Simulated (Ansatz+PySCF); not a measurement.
Results of a calculation; reference values are marked as such.
Input for Ansatz (development build ahead of 0.2.0):

```yaml
crystal:
  periodic: [false, false, false]
  atoms:
    - { symbol: P, position_ang: [0.0, 0.0, 0.0] }
    - { symbol: S, position_ang: [1.14769, 1.53026, 3.3131] }
basis:
  gaussian: { orbitals: STO-3G }
magnetization:
  initial_magnetization: 1
hamiltonian:
  xc: hf
correlation:
  method: fci
  frozen_orbitals: { P: 5, S: 5 }
```

The input is written out in the form of the current development build from the run's settings.

Output:

```
Converged    : yes
Total energy : -729.99940 hartree
State        : lowest doublet root, of any spatial symmetry
```
